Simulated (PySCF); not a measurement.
Species: prismane, C6H6.
Numbering: `[C@H:1]12[C@@H:2]3[C@H:3]1[C@@H:4]1[C@H:5]2[C@H:6]31` (hydrogens: H7 on C1; H8 on C2; H9 on C3; H10 on C4; H11 on C5; H12 on C6)

A linear-response calculation (PySCF, def2-SVPD basis, gas phase, vertical, core orbitals frozen in the response) gave these numbers; the functional is withheld.

Orbital energies (eV): HOMO-3 -9.78, HOMO-2 -9.78, HOMO-1 -7.97, HOMO -7.97, LUMO 1.72, LUMO+1 1.97, LUMO+2 2.10.

```json
{"state": "S1", "E (eV)": "6.72", "f": "0.0000", "main configurations (H = HOMO, L = LUMO)": "H-1/H→L+1 (86%), H-1/H→L+7 (12%)"}
{"state": "S2", "E (eV)": "6.72", "f": "0.0000", "main configurations (H = HOMO, L = LUMO)": "H-1/H→L+1 (86%), H-1/H→L+7 (12%)"}
{"state": "S3", "E (eV)": "6.76", "f": "0.0000", "main configurations (H = HOMO, L = LUMO)": "H-1/H→L (≥88%)"}
{"state": "S4", "E (eV)": "6.76", "f": "0.0000", "main configurations (H = HOMO, L = LUMO)": "H-1/H→L (≥88%)"}
{"state": "S5", "E (eV)": "7.05", "f": "0.0000", "main configurations (H = HOMO, L = LUMO)": "H-1/H→L+2 (≥49%), H-1/H→L+3 (≥48%)"}
{"state": "S6", "E (eV)": "7.13", "f": "0.0012", "main configurations (H = HOMO, L = LUMO)": "H-1/H→L+3 (≥54%), H-1/H→L+2 (≥42%)"}
{"state": "S7", "E (eV)": "7.14", "f": "0.0000", "main configurations (H = HOMO, L = LUMO)": "H-1/H→L+3 (≥42%), H-1/H→L+2 (≥40%), H-1/H→L (≥9%)"}
{"state": "S8", "E (eV)": "7.14", "f": "0.0000", "main configurations (H = HOMO, L = LUMO)": "H-1/H→L+2 (≥47%), H-1/H→L+3 (≥35%), H-1/H→L (≥9%)"}
```

Triplets, Tamm–Dancoff:

```json
{"state": "T1", "E (eV)": "6.44", "λ (nm)": "192.6", "main configurations (H = HOMO, L = LUMO)": "H-1/H→L+6 (≥81%)"}
{"state": "T2", "E (eV)": "6.44", "λ (nm)": "192.6", "main configurations (H = HOMO, L = LUMO)": "H-1/H→L+6 (≥81%)"}
{"state": "T3", "E (eV)": "6.45", "λ (nm)": "192.1", "main configurations (H = HOMO, L = LUMO)": "H-1/H→L+1 (≥78%), H-1/H→L+7 (≥18%)"}
{"state": "T4", "E (eV)": "6.45", "λ (nm)": "192.1", "main configurations (H = HOMO, L = LUMO)": "H-1/H→L+1 (≥78%), H-1/H→L+7 (≥18%)"}
```

Vertical ionisation energy by ΔSCF with the same functional: 8.84 eV. Mean static polarisability: 56.5 au.

Orbitals of the list HOMO-3 to LUMO+2 that lie within 0.01 eV of each other are written together with a slash and their weights summed (≥ marks a lower bound); for degenerate orbitals outside that list single weights are arbitrary.

Question: Name the functional.
A. B3LYP
B. HF
C. PBE
D. CAM-B3LYP

Answer: D. CAM-B3LYP is range-separated, 19% exact exchange at short range and 65% at long range (ω = 0.33 bohr⁻¹). In this run −ε(HOMO) = 7.97 eV differs from the ΔSCF value by -0.87 eV, and S1 differs from the orbital gap of 9.69 eV by -2.97 eV. The ratio −ε(HOMO)/IP is 0.90. Usual ranges for neutral molecules in this basis: 0.85 to 0.93 with CAM-B3LYP, 0.5 to 0.7 with PBE, 0.67 to 0.83 with B3LYP; with Hartree–Fock the ratio is 1 or more (Koopmans' value less the relaxation energy is the ΔSCF value). The other options: PBE, a GGA without exact exchange; HF, time-dependent Hartree–Fock, 100% exact exchange; B3LYP, a global hybrid with 20% exact exchange.

Level of theory: TDDFT CAM-B3LYP/def2-SVPD, vertical, gas phase, core orbitals frozen in the response in PySCF. Geometry: PBE0-D3(BJ)/def2-SVP; no solvent, vibrations or thermal averaging.
